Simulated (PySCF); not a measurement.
Compound: H4O2Si.
SMILES: `O[SiH2]O`

Computed, not measured: EOM-EE-CCSD/aug-cc-pVDZ in PySCF, restricted Hartree–Fock reference, frozen core, non-relativistic, gas phase, PBE0-D3(BJ)/def2-SVP geometry.

Question: What does EOM-EE-CCSD give for the lowest vertical excitations?

Answer: 
```
    state  E (eV)  λ (nm)    main singles (HF orbitals, share of the singles part)
singlet 1    7.55     164        HOMO→LUMO 42 %, HOMO→LUMO+7 10 %, HOMO→LUMO+2 9 %
singlet 2    7.75     160                       HOMO→LUMO+1 46 %, HOMO→LUMO+9 12 %
singlet 3    8.47     146  HOMO-1→LUMO 41 %, HOMO-1→LUMO+2 10 %, HOMO-1→LUMO+7 9 %
singlet 4    8.64     144       HOMO→LUMO+2 47 %, HOMO→LUMO+3 12 %, HOMO→LUMO 11 %
triplet 1    7.29     170       HOMO→LUMO 32 %, HOMO→LUMO+8 11 %, HOMO→LUMO+2 10 %
triplet 2    7.44     167                       HOMO→LUMO+1 36 %, HOMO→LUMO+9 16 %
```

Question: What is the vertical gap between the lowest excited singlet and the lowest triplet?

Answer: 7.55 − 7.29 = 0.26 eV (25 kJ/mol).

The first EOM-IP-CCSD ionisation energy is 11.34 eV, 2.70 eV above the highest singlet listed and 3.79 eV above the lowest.

T1 diagnostic 0.014. EOM-CCSD puts states of mainly double-excitation character too high. An iterative search for so few roots can pass over a low state.

Hardware: one thread, Intel Xeon 6975P-C (x86_64), shared host with 192 logical CPUs at a one-minute load of 90. Cost: 3.5 min wall, 1.5 GiB resident at most.

Shape of the structure used: `[OH:1][SiH2:2][OH:3]`: H–O1–Si2–O3 -146°, H–O3–Si2–O1 54°.

One conformer stands for the species.
